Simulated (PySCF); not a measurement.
**Identify the compound**

The spectra below were simulated for a compound C$_{4}$H$_{4}$.

$^{1}$H NMR (300 MHz, computed): δ 5.72 (s, 4H).

$^{13}$C{$^{1}$H} NMR (computed): δ 188.7 (2C), 104.0 (2C).

Method: coordinates at the GFN2-xTB level, σ from GIAO-PBE0/pcSseg-1, B3LYP/pcJ-1 coupling constants, in PySCF 2.14.0 with density-fitted response routines (equivalent nuclei averaged, no solvent model, relativity neglected, a single conformation).

Scale: $^{1}$H, $^{13}$C against TMS (reference shieldings calculated alike).

**Question.** Choose the structure that fits.
A. C#CC=C
B. C=C1C=C1
C. C=C=C=C

**Answer.** C. 

- The formula gives 3 degrees of unsaturation (no ring in the answer).
- 2 carbon signals for 4 carbons: some carbons are equivalent by symmetry or fast rotation.
- Carbon types of the structure: 2 × C, 2 × CH2, which accounts for all hydrogens.
- δC 188.7: central carbon of an allene; the central sp carbon of an allene is among the most deshielded carbons of hydrocarbons.
- δC 104.0: terminal carbon of a cumulated C=C=C unit.
- δH 5.72: hydrogen on a terminal carbon of a cumulated C=C=C unit; olefinic region.

The others: C=C1C=C1 would give 3 carbon signals, not 2; C#CC=C would give 4 carbon signals, not 2.

Shifts are as computed. Against solution values, carbons near 30 ppm lie about +3 ppm off and those near 130 ppm about +5 ppm. Of 1211 compounds with measured shifts, 218 miss one by over three times the rms of a fit or turn the order of signals round; such compounds aren't used in these exercises.
